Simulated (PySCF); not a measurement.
## carbon dioxide: removing and adding an electron

Molecule: carbon dioxide, `O=C=O` (CO2). Non-hydrogen atoms are numbered in `[O:1]=[C:2]=[O:3]`.

Computed at ωB97X-D3(BJ)/ma-def2-TZVP // PBE0-D3(BJ)/ma-def2-SVP with PySCF (density fitting, grid level 2). Zero-point and thermal terms (298.15 K, 1 bar) come from unscaled PBE0-D3(BJ)/ma-def2-SVP harmonic frequencies, with soft modes damped to free rotors in the entropy.

Frontier levels of the parent: HOMO -13.24 eV, LUMO 0.86 eV.

Oxidation to the radical cation:
```
Vertical ionisation energy (electronic)              : 13.90 eV
Adiabatic ionisation energy (with zero-point energy) : 13.80 eV
Adiabatic, electronic part                           : 13.89 eV
Vertical gap at the product's structure              : 13.88 eV
Inner reorganisation energy (four-point)             : 26 meV
Relaxation of product / of parent                    : 14 / 12 meV
⟨S²⟩ of the product                                  : 0.788
Largest spin populations                             : O1 0.63, O3 0.63, C2 -0.25
Largest changes of atomic charge                     : O1 0.44, O3 0.44, C2 0.11
Distances that move most (Å)                         : O1–C2 1.159 → 1.170; C2–O3 1.159 → 1.170
Potential in water                                   : 10.65 V absolute, 6.13 V against Fc+/Fc computed at 4.52 V (solvation -8 → -309 kJ/mol)
```

Reduction to the radical anion:
| Quantity | Value |
| --- | --- |
| Vertical electron affinity (electronic) | -0.79 eV |
| Adiabatic electron affinity (with zero-point energy) | -0.42 eV |
| Adiabatic, electronic part | -0.51 eV |
| Vertical gap at the product's structure | 1.20 eV |
| ⟨S²⟩ of the product | 0.754 |
| Largest spin populations | C2 0.60, O3 0.20, O1 0.20 |
| Largest changes of atomic charge | C2 -0.48, O3 -0.26, O1 -0.26 |
| Distances that move most (Å) | C2–O3 1.159 → 1.227; O1–C2 1.159 → 1.227 |
| Potential in water | 2.33 V absolute, -2.19 V against Fc+/Fc computed at 4.52 V (solvation -8 → -266 kJ/mol) |

Solvents are IEF-PCM continua (electrostatics only, gas-phase structures); absolute potentials refer to an electron at rest in vacuum. Fc+/Fc in water, 4.52 V, is ωB97X-D3(BJ)/ma-def2-TZVP on PBE0-D3(BJ)/def2-SVP structures with GFN2-xTB thermal terms. Benchmark calculations put it near 5.0 V in acetonitrile and DMSO, so it is about 0.5 V low, and the value against it can read up to that much too high.

Against the Active Thermochemical Tables (version 1.112): ionisation energy to the radical cation 13.78 (computed 13.80, error 0.03) eV.

Measured values (NIST Chemistry WebBook, evaluated or the median of agreeing entries): adiabatic ionisation energy 13.78 eV (computed 13.80, difference 0.03).

Caveats: the gas-phase radical anion comes out unbound at this level, so its gas-phase values hang on the basis; a negative vertical affinity means that the electron isn't bound at that structure, so the value and what is derived from it hang on the basis.

Run with `OMP_NUM_THREADS=1 python redox_run.py task.json out` on 1 thread of Arm Neoverse V1, a shared host. Structures, frequencies and single points: 53 s of wall time.

Differences come from unrounded values, so a last digit can differ from that of the printed terms.
